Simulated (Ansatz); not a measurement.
A nudged elastic band was laid between two geometries of C₂H₅F₂NO (11 atoms, charge 0, multiplicity 1).

Theory: Ansatz, RKS PBE0/def2-SVP.

```json
{"movable images": "7", "climbing image": "yes", "spring": "5.0 eV/Å²", "optimiser": "quadratic models (default)", "start path": "through a guess of the saddle point", "force threshold": "0.03 eV/Å", "iteration limit": "60", "end points": "relaxed"}
```

Initial state:

```xyz
11
Properties=species:S:1:pos:R:3
N 0.359 -1.212 -0.461
C 0.608 -0.051 0.371
C -0.521 0.944 0.125
O -1.711 0.330 0.058
F -0.262 1.618 -1.037
F -0.543 1.878 1.091
H 0.672 -1.057 -1.417
H 0.827 -2.043 -0.113
H 0.550 -0.344 1.429
H 1.574 0.458 0.210
H -1.485 -0.579 -0.236
```

Final state:

```xyz
11
Properties=species:S:1:pos:R:3
N 0.820 -1.188 -0.437
C 0.711 -0.032 0.411
C -0.492 0.859 0.133
O -1.691 0.229 0.206
F -0.338 1.408 -1.110
F -0.527 1.876 1.004
H 0.791 -0.954 -1.426
H 0.148 -1.921 -0.230
H 0.653 -0.345 1.464
H 1.609 0.598 0.311
H -1.618 -0.587 -0.305
```

Q: Which bonds break or form, and what moves?

A: No bond is made or broken. The height of N1 over the plane of its neighbours goes from 0.36 to -0.32 Å.

Q: Give the energies along the band, and the barrier.

A: The forces met the threshold. The highest image is number 5 of 0 to 8, 0.260 eV above the first end and 0.020 eV above the last; the last end lies 0.240 eV above the first. A vibrational analysis at the climbing image gives one clearly imaginary mode, 448i cm⁻¹: a first-order saddle point.

| image | path coordinate (Å) | energy (eV) | height of N1 over the plane of its neighbours (Å) |
| --- | --- | --- | --- |
| 0 | 0.00 | 0.000 | 0.36 |
| 1 | 0.16 | 0.006 | 0.35 |
| 2 | 0.32 | 0.033 | 0.30 |
| 3 | 0.49 | 0.114 | 0.19 |
| 4 | 0.65 | 0.219 | 0.04 |
| 5 | 0.81 | 0.260 | -0.13 |
| 6 | 0.96 | 0.250 | -0.25 |
| 7 | 1.10 | 0.242 | -0.30 |
| 8 | 1.25 | 0.240 | -0.32 |

Q: What is the geometry of the highest image?

A: 
```xyz
11
Properties=species:S:1:pos:R:3
N 0.684 -1.170 -0.456
C 0.683 -0.014 0.380
C -0.510 0.905 0.138
O -1.688 0.244 0.111
F -0.317 1.560 -1.047
F -0.576 1.853 1.085
H 0.721 -1.050 -1.458
H 0.311 -2.044 -0.119
H 0.647 -0.322 1.436
H 1.598 0.591 0.253
H -1.488 -0.610 -0.302
```

Q: What are the harmonic wavenumbers there?

A: 448i, 109, 251, 344, 370, 425, 520, 552, 573, 670, 833, 899, 1054, 1126, 1187, 1229, 1314, 1353, 1376, 1447, 1462, 1602, 3069, 3150, 3651, 3777, 3779 cm⁻¹.

The run took 3.2 min on 2 threads of Arm Neoverse V1, with other jobs on the host, peak memory 0.25 GiB.
